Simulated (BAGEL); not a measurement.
# A workflow on Cl2 (SMILES ClCl)

Aim: the energy (HF/def2-TZVP), then a single-point energy (NEVPT2(2,2)/def2-TZVP), then the energy (CASPT2(2,2)/def2-TZVP) of Cl2. 

The calculation is run with BAGEL 1.2.2.

### Step 1. The molecule

Cl2: 2 atoms, total charge 0, spin state singlet. As SMILES, `ClCl`. The Cl1–Cl2 distance was set to 3.767 Å, away from the relaxed value.

### Step 2. A single-point energy at HF/def2-TZVP (density fitting with svp-jkfit) (run 1)

File input.json:

```json
{ "bagel" : [

{
  "title" : "molecule",
  "basis" : "def2-tzvp.json",
  "df_basis" : "svp-jkfit",
  "angstrom" : true,
  "geometry" : [
    { "atom" : "Cl", "xyz" : [       2.367931,      -0.788480,       1.214079 ] },
    { "atom" : "Cl", "xyz" : [      -0.845690,       0.281600,      -0.433600 ] }
  ]
},

{ "title" : "hf" },

{ "title" : "print", "file" : "orbitals.molden", "orbitals" : true }

]}
```

The basis set def2-TZVP is read from a file made from the Basis Set Exchange's data (not shown).

Started as:

```bash
$ BAGEL_NUM_THREADS=1 BAGEL input.json > input.out
```

Log:

```text
* using 1 threads per process

  ===============================================================
  ===============================================================

  *** Geometry ***

  { "atom" : "Cl", "xyz" : [      4.474741,     -1.490011,      2.294277 ] },
  { "atom" : "Cl", "xyz" : [     -1.598122,      0.532147,     -0.819385 ] },

  Number of auxiliary basis functions:      256

  Since a DF basis is specified, we compute 2- and 3-index integrals:
    o Being stored without compression. Storage requirement is 0.011 GB

  Number of basis functions:       74
  Number of electrons      :       34

    * METHOD: MOLECULE                             0.04

  *** RHF ***

  === Nuclear Repulsion ===
    40.6021889527

      * DIIS with orbital gradients will be used.

  === RHF iteration (def2-tzvp.json) ===
      0       -918.76898676          0.00523058           0.01
      1       -918.78174230          0.00140519           0.01
      2       -918.78279734          0.00038481           0.01
      3       -918.78294378          0.00005249           0.01
      4       -918.78294670          0.00001273           0.01
      5       -918.78294675          0.00000185           0.01
      6       -918.78294675          0.00000033           0.01
      7       -918.78294675          0.00000004           0.01
      8       -918.78294675          0.00000001           0.01
    * SCF iteration converged.

    * Permanent dipole moment:
           (   -0.000000,     0.000000,    -0.000000) a.u.

    * METHOD: HF                                   0.11

    * METHOD: PRINT                                0.01

  ===============================================================
```

Run time: 0.36 s. Hardware: 1 thread of AMD EPYC 9R45 (Zen 5), shared host.

### Step 3. A single-point energy at NEVPT2(2,2)/def2-TZVP (density fitting with svp-jkfit) (run 2)

File input.json:

```json
{ "bagel": [

{
  "title": "molecule",
  "basis": "def2-tzvp.json",
  "df_basis": "svp-jkfit",
  "angstrom": true,
  "geometry": [
    { "atom": "Cl", "xyz": [       2.367931,      -0.788480,       1.214079 ] },
    { "atom": "Cl", "xyz": [      -0.845690,       0.281600,      -0.433600 ] }
  ]
},

{ "title": "hf" },

{ "title": "casscf", "nstate": 1, "nact": 2, "nclosed": 16, "active": [17, 18], "maxiter": 200, "natocc": true },

{ "title": "nevpt2", "nstate": 1, "nact": 2, "nclosed": 16, "active": [17, 18], "maxiter": 200, "natocc": true, "ncore": 10 },

{ "title": "print", "file": "orbitals.molden", "orbitals": true }

]}
```

The basis set def2-TZVP is read from a file made from the Basis Set Exchange's data (not shown).

Started as:

```bash
$ BAGEL_NUM_THREADS=1 BAGEL input.json > input.out
```

Log:

```text
* using 1 threads per process

  ===============================================================
  ===============================================================

  *** Geometry ***

  { "atom" : "Cl", "xyz" : [      4.474741,     -1.490011,      2.294277 ] },
  { "atom" : "Cl", "xyz" : [     -1.598122,      0.532147,     -0.819385 ] },

  Number of auxiliary basis functions:      256

  Since a DF basis is specified, we compute 2- and 3-index integrals:
    o Being stored without compression. Storage requirement is 0.011 GB

  Number of basis functions:       74
  Number of electrons      :       34

    * METHOD: MOLECULE                             0.04

  *** RHF ***

  === Nuclear Repulsion ===
    40.6021889527

      * DIIS with orbital gradients will be used.

[... 6 lines left out ...]
    * SCF iteration converged.
[... 1 line left out ...]
    * Permanent dipole moment:
[... 27 lines left out ...]
    * Second-order optimization converged. *

     guess   0:   closed 1.                   open ..

  === FCI iteration ===

      0  0      -918.77039237     9.87e-02      0.00
      1  0 *    -918.94222432     2.17e-12      0.00

     * ci vector, state   0, <S^2> = 0.0000
       2.    -0.7543704161
       .2     0.6564489892

    * METHOD: CASSCF                               0.26

    * freezing 10 orbitals

  === DF-NEVPT2 calculation ===

    * 3-index integral transformation done
    * assembly done

      NEVPT2 correlation energy:   -0.3264007254      0.04

          (+0)     -0.2068704102
          (+0)'    -0.0216865034
          (+1)     -0.0246694552
          (+1)'    -0.0000000000
          (+2)     -0.0000716292
          (-1)     -0.0730021835
          (-1)'     0.0000000000
          (-2)     -0.0001005439

      NEVPT2 total energy:       -919.2686250475

    * METHOD: NEVPT2                               0.06

    * METHOD: PRINT                                0.01

  ===============================================================
```

Wall time 0.64 s (1 thread of AMD EPYC 9R45 (Zen 5), shared host).

### Step 4. A single-point energy at CASPT2(2,2)/def2-TZVP (density fitting with svp-jkfit) (run 3)

File input.json:

```json
{ "bagel" : [

{
  "title" : "molecule",
  "basis" : "def2-tzvp.json",
  "df_basis" : "svp-jkfit",
  "angstrom" : true,
  "geometry" : [
    { "atom" : "Cl", "xyz" : [       2.367931,      -0.788480,       1.214079 ] },
    { "atom" : "Cl", "xyz" : [      -0.845690,       0.281600,      -0.433600 ] }
  ]
},

{ "title" : "hf" },

{ "title" : "casscf", "nstate" : 1, "nact" : 2, "nclosed" : 16, "active" : [17, 18], "maxiter" : 200, "natocc" : true },

{ "title" : "print", "file" : "orbitals.molden", "orbitals" : true },

{ "title" : "smith", "method" : "caspt2", "ms" : true, "xms" : true, "sssr" : true, "shift" : 0.2, "shift_imag" : true, "ncore" : 10 }

]}
```

The basis set def2-TZVP is read from a file made from the Basis Set Exchange's data (not shown).

Started as:

```bash
$ BAGEL_NUM_THREADS=1 BAGEL input.json > input.out
```

Log:

```text
* using 1 threads per process

  ===============================================================
  ===============================================================

  *** Geometry ***

  { "atom" : "Cl", "xyz" : [      4.474741,     -1.490011,      2.294277 ] },
  { "atom" : "Cl", "xyz" : [     -1.598122,      0.532147,     -0.819385 ] },

  Number of auxiliary basis functions:      256

  Since a DF basis is specified, we compute 2- and 3-index integrals:
    o Being stored without compression. Storage requirement is 0.011 GB

  Number of basis functions:       74
  Number of electrons      :       34

    * METHOD: MOLECULE                             0.04

  *** RHF ***

  === Nuclear Repulsion ===
    40.6021889527

      * DIIS with orbital gradients will be used.

[... 6 lines left out ...]
    * SCF iteration converged.
[... 1 line left out ...]
    * Permanent dipole moment:
[... 27 lines left out ...]
    * Second-order optimization converged. *
[... 8 lines left out ...]
     * ci vector, state   0, <S^2> = 0.0000
[... 16 lines left out ...]
    * Zeroth order energy : state  0       -0.6074056247
[... 4 lines left out ...]
       #      aibj      arbs      arbi      airj      risj      airs      arst      rist         Etot      error   time
[... 2 lines left out ...]
       0  -0.20566  -0.00014  -0.08004  -0.02753  -0.00011  -0.02135  -0.00000   0.00000   -0.3348239  0.0005008   0.02
       1  -0.20566  -0.00014  -0.08005  -0.02754  -0.00011  -0.02138  -0.00000   0.00000   -0.3348831  0.0000183   0.01
       2  -0.20566  -0.00014  -0.08005  -0.02754  -0.00011  -0.02138  -0.00000  -0.00000   -0.3348832  0.0000011   0.01
       3  -0.20566  -0.00014  -0.08005  -0.02754  -0.00011  -0.02138  -0.00000   0.00000   -0.3348832  0.0000001   0.01

      ------------------------------------------------------------------------------------------------------------------

    * CASPT2 energy : state  0     -919.2793031348
        w/o shift correction       -919.2771075565
        reference weight              0.8878442543

    * METHOD: SMITH                                0.10

  ===============================================================
```

It took 0.66 s on 1 thread of AMD EPYC 9R45 (Zen 5), shared host.

### Step 5. Outcome

```
                                  quantity          value
         run 1, HF/def2-TZVP: total energy  -918.78295 Eh
        run 1, HF/def2-TZVP: dipole moment         0.00 D
          run 1, HF/def2-TZVP: HOMO energy      -10.87 eV
          run 1, HF/def2-TZVP: LUMO energy       -5.88 eV
        run 1, HF/def2-TZVP: HOMO–LUMO gap        4.99 eV
run 2, NEVPT2(2,2)/def2-TZVP: total energy  -919.26863 Eh
run 3, CASPT2(2,2)/def2-TZVP: total energy  -919.27930 Eh
```

One bond (run 1, HF/def2-TZVP) is far stretched, which a spin-restricted single reference describes badly; a broken-symmetry solution may lie lower.
